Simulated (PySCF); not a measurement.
# BF⁻: changing the method

What do other methods print for BF⁻?

Program: PySCF 2.14.0. Level of theory: each script names its method and basis. These are calculated values, not measurements.

1 further run of the same task is left out (it didn't finish).

## (1) The system as given

BF⁻: 2 atoms, charge -1, spin multiplicity 2.

Bond lengths: B1–F2 1.308 Å.

## (2) The run that the others are compared with

input.py reads:

```python
from pyscf import gto, scf, cc

mol = gto.M(
    atom='B 0 0 0; F 0 0 1.308',
    basis='def2-svp',
    charge=-1,
    spin=1,
    verbose=3,
)
mf = scf.UHF(mol)
mf.kernel()
mycc = cc.CCSD(mf, frozen=2)
mycc.kernel()
e = mycc.eaccsd(nroots=3)[0]
print('roots (eV) =', (e*27.211386).round(3))
mf.dip_moment()
print('orbital energies (hartree):', [e[max(0, n-3):n+3].round(4) for e, n in zip(mf.mo_energy, mol.nelec)])
```

On the command line:

```sh
$ OMP_NUM_THREADS=1 python input.py
```

Its log is not repeated here.

It gives: E(SCF) = -123.928404 Eh, E(CCSD) − E(SCF) = -0.26193 Eh, ⟨S²⟩ = 0.759, attachment roots 9.211, 9.556, 10.263 eV.

The bond length is a typed value, not an optimised one. Positive EA roots mean that the added electron is unbound. The dipole of an ion depends on the origin.

## (3) B3lyp5 (UKS)

Variant 1 changes functional: none (Hartree–Fock) → b3lyp5; SCF type: UHF → UKS; step after the SCF: eomea → analyze.

input.py reads:

```python
from pyscf import gto, dft

mol = gto.M(
    atom='B 0 0 0; F 0 0 1.308',
    basis='def2-svp',
    charge=-1,
    spin=1,
    verbose=3,
)
mf = dft.UKS(mol, xc='b3lyp5')
mf.kernel()
mf.analyze()
print('orbital energies (hartree):', [e[max(0, n-3):n+3].round(4) for e, n in zip(mf.mo_energy, mol.nelec)])
```

On the command line:

```sh
$ OMP_NUM_THREADS=1 python input.py
```

## (4) Pbesol (UKS)

Variant 2 changes functional: none (Hartree–Fock) → pbesol; SCF type: UHF → UKS; step after the SCF: eomea → analyze.

input.py reads:

```python
from pyscf import gto, dft

mol = gto.M(
    atom='B 0 0 0; F 0 0 1.308',
    basis='def2-svp',
    charge=-1,
    spin=1,
    verbose=3,
)
mf = dft.UKS(mol, xc='pbesol')
mf.kernel()
mf.analyze()
print('orbital energies (hartree):', [e[max(0, n-3):n+3].round(4) for e, n in zip(mf.mo_energy, mol.nelec)])
```

## (5) B3pw91 (UKS)

Variant 3 changes functional: none (Hartree–Fock) → b3pw91; SCF type: UHF → UKS; step after the SCF: eomea → analyze.

input.py reads:

```python
from pyscf import gto, dft

mol = gto.M(
    atom='B 0 0 0; F 0 0 1.308',
    basis='def2-svp',
    charge=-1,
    spin=1,
    verbose=3,
)
mf = dft.UKS(mol, xc='b3pw91')
mf.kernel()
mf.analyze()
print('orbital energies (hartree):', [e[max(0, n-3):n+3].round(4) for e, n in zip(mf.mo_energy, mol.nelec)])
```

Before running it: what results should come out? Wanted: for each run, E(SCF); from base; gap, α spin; after the SCF.

As calculated:

| run | E(SCF) (hartree) | from base (eV) | gap, α spin (eV) | after the SCF |
| --- | --- | --- | --- | --- |
| base | -123.928404 | 0 | 8.48 | CCSD correlation -7.127 eV, core frozen, first root 9.21 eV |
| b3lyp5 (UKS) | -124.454378 | not comparable | 1.96 | n/a |
| pbesol (UKS) | -123.946470 | not comparable | 0.18 | n/a |
| b3pw91 (UKS) | -124.457242 | not comparable | 1.98 | n/a |

In words: The highest filled level of this anion is positive: the basis lacks diffuse functions or the electron is not bound, so these numbers hang on the basis. The α-spin gap between the frontier levels is 0.2 eV with pbesol (0 % exact exchange) and 2.0 eV with b3pw91 (20 %): exact exchange opens it. Total energies of different functionals can't be compared with each other; differences within one functional can.
